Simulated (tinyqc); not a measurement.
Worked calculation: UHF in the sto-3g basis, for LiH, spin multiplicity 3. This run ends on a higher stationary point, not on the lowest solution. One step of it, computed by the program tinyqc.

Task: Iteration 1: building the Fock matrix. J_ij = sum D_kl (ij|kl) with D = D(alpha) + D(beta), K_ij = sum D_kl (ik|jl) for each spin; F = H + J - K(s); E = tr D H + tr D J / 2 - 0.5 sum_s tr D(s) K(s) + E_nn.

D(alpha) at the start:
```
            1Li 1s     1Li 2s   1Li 2px   1Li 2py    1Li 2pz      2H 1s
1Li 1s    1.022454  -0.061401  0.000000  0.000000  -0.035865  -0.062736
1Li 2s   -0.061401   0.115675  0.000000  0.000000   0.117929   0.215100
1Li 2px   0.000000   0.000000  0.666980  0.471294   0.000000   0.000000
1Li 2py   0.000000   0.000000  0.471294  0.333020   0.000000   0.000000
1Li 2pz  -0.035865   0.117929  0.000000  0.000000   0.120948   0.220680
2H 1s    -0.062736   0.215100  0.000000  0.000000   0.220680   0.402654
```

D(beta) at the start:
```
            1Li 1s     1Li 2s   1Li 2px   1Li 2py    1Li 2pz      2H 1s
1Li 1s    1.011134  -0.025315  0.000000  0.000000   0.001137   0.004775
1Li 2s   -0.025315   0.000634  0.000000  0.000000  -0.000028  -0.000120
1Li 2px   0.000000   0.000000  0.000000  0.000000   0.000000   0.000000
1Li 2py   0.000000   0.000000  0.000000  0.000000   0.000000   0.000000
1Li 2pz   0.001137  -0.000028  0.000000  0.000000   0.000001   0.000005
2H 1s     0.004775  -0.000120  0.000000  0.000000   0.000005   0.000023
```

core Hamiltonian H = T + V (hartree):
```
            1Li 1s     1Li 2s    1Li 2px    1Li 2py    1Li 2pz      2H 1s
1Li 1s   -4.715194  -1.059114   0.000000   0.000000  -0.014066  -0.236420
1Li 2s   -1.059114  -1.383689   0.000000   0.000000  -0.115811  -0.625874
1Li 2px   0.000000   0.000000  -1.125586   0.000000   0.000000   0.000000
1Li 2py   0.000000   0.000000   0.000000  -1.125586   0.000000   0.000000
1Li 2pz  -0.014066  -0.115811   0.000000   0.000000  -1.218259  -0.780973
2H 1s    -0.236420  -0.625874   0.000000   0.000000  -0.780973  -1.392426
```

Two-electron integrals (ij|kl) in chemists' order, unique and non-zero (hartree):
```
(11|11) 1.680395   (21|11) 0.265420   (21|21) 0.049941   (22|11) 0.397727
(22|21) 0.092860   (22|22) 0.290562   (31|31) 0.008981   (32|31) 0.013788
(32|32) 0.064184   (33|11) 0.396640   (33|21) 0.092880   (33|22) 0.290497
(33|33) 0.312946   (41|41) 0.008981   (42|41) 0.013788   (42|42) 0.064184
(43|43) 0.016869   (44|11) 0.396640   (44|21) 0.092880   (44|22) 0.290497
(44|33) 0.279207   (44|44) 0.312946   (51|51) 0.008981   (52|51) 0.013788
(52|52) 0.064184   (53|53) 0.016869   (54|54) 0.016869   (55|11) 0.396640
(55|21) 0.092880   (55|22) 0.290497   (55|33) 0.279207   (55|44) 0.279207
(55|55) 0.312946   (61|11) 0.055803   (61|21) 0.010558   (61|22) 0.020013
(61|33) 0.019779   (61|44) 0.019779   (61|51) 0.001255   (61|52) 0.002442
(61|55) 0.020489   (61|61) 0.002442   (62|11) 0.133714   (62|21) 0.031607
(62|22) 0.104886   (62|33) 0.099433   (62|44) 0.099433   (62|51) 0.005119
(62|52) 0.031314   (62|55) 0.115683   (62|61) 0.007992   (62|62) 0.063328
(63|31) 0.002502   (63|32) 0.011721   (63|53) 0.004790   (63|63) 0.004462
(64|41) 0.002502   (64|42) 0.011721   (64|54) 0.004790   (64|64) 0.004462
(65|11) 0.166449   (65|21) 0.039750   (65|22) 0.136820   (65|33) 0.127544
(65|44) 0.127544   (65|51) 0.007934   (65|52) 0.047974   (65|55) 0.155215
(65|61) 0.010440   (65|62) 0.090359   (65|65) 0.130670   (66|11) 0.308385
(66|21) 0.074140   (66|22) 0.270473   (66|33) 0.246773   (66|44) 0.246773
(66|51) 0.013546   (66|52) 0.101916   (66|55) 0.317596   (66|61) 0.019518
(66|62) 0.204609   (66|65) 0.303036   (66|66) 0.774606
```

nuclear repulsion = 0.92729651 hartree

Give: Coulomb J; exchange K(alpha); exchange K(beta); F(alpha); F(beta); total energy of this density.

Result:

Coulomb J (hartree):
```
         1Li 1s  1Li 2s  1Li 2px  1Li 2py  1Li 2pz   2H 1s
1Li 1s   4.1107  0.7058   0.0000   0.0000   0.0136  0.1523
1Li 2s   0.7058  1.3642   0.0000   0.0000   0.0896  0.5477
1Li 2px  0.0000  0.0000   1.3559   0.0159   0.0000  0.0000
1Li 2py  0.0000  0.0000   0.0159   1.3446   0.0000  0.0000
1Li 2pz  0.0136  0.0896   0.0000   0.0000   1.3851  0.7219
2H 1s    0.1523  0.5477   0.0000   0.0000   0.7219  1.4854
```

exchange K(alpha) (hartree):
```
         1Li 1s  1Li 2s  1Li 2px  1Li 2py  1Li 2pz   2H 1s
1Li 1s   1.7005  0.2770   0.0000   0.0000   0.0071  0.0659
1Li 2s   0.2770  0.2257   0.0000   0.0000   0.1439  0.2471
1Li 2px  0.0000  0.0000   0.2399   0.1395   0.0000  0.0000
1Li 2py  0.0000  0.0000   0.1395   0.1411   0.0000  0.0000
1Li 2pz  0.0071  0.1439   0.0000   0.0000   0.2104  0.3071
2H 1s    0.0659  0.2471   0.0000   0.0000   0.3071  0.5809
```

exchange K(beta) (hartree):
```
         1Li 1s  1Li 2s  1Li 2px  1Li 2py  1Li 2pz   2H 1s
1Li 1s   1.6862  0.2578   0.0000   0.0000   0.0013  0.0545
1Li 2s   0.2578  0.0463   0.0000   0.0000   0.0003  0.0098
1Li 2px  0.0000  0.0000   0.0084   0.0000   0.0000  0.0000
1Li 2py  0.0000  0.0000   0.0000   0.0084   0.0000  0.0000
1Li 2pz  0.0013  0.0003   0.0000   0.0000   0.0085  0.0012
2H 1s    0.0545  0.0098   0.0000   0.0000   0.0012  0.0023
```

F(alpha) (hartree):
```
          1Li 1s   1Li 2s  1Li 2px  1Li 2py  1Li 2pz    2H 1s
1Li 1s   -2.3049  -0.6304   0.0000   0.0000  -0.0075  -0.1500
1Li 2s   -0.6304  -0.2452   0.0000   0.0000  -0.1701  -0.3253
1Li 2px   0.0000   0.0000  -0.0096  -0.1236   0.0000   0.0000
1Li 2py   0.0000   0.0000  -0.1236   0.0780   0.0000   0.0000
1Li 2pz  -0.0075  -0.1701   0.0000   0.0000  -0.0436  -0.3661
2H 1s    -0.1500  -0.3253   0.0000   0.0000  -0.3661  -0.4879
```

F(beta) (hartree):
```
          1Li 1s   1Li 2s  1Li 2px  1Li 2py  1Li 2pz    2H 1s
1Li 1s   -2.2907  -0.6111   0.0000   0.0000  -0.0017  -0.1385
1Li 2s   -0.6111  -0.0657   0.0000   0.0000  -0.0265  -0.0880
1Li 2px   0.0000   0.0000   0.2219   0.0159   0.0000   0.0000
1Li 2py   0.0000   0.0000   0.0159   0.2106   0.0000   0.0000
1Li 2pz  -0.0017  -0.0265   0.0000   0.0000   0.1583  -0.0603
2H 1s    -0.1385  -0.0880   0.0000   0.0000  -0.0603   0.0907
```

total energy of this density = -7.686503 hartree
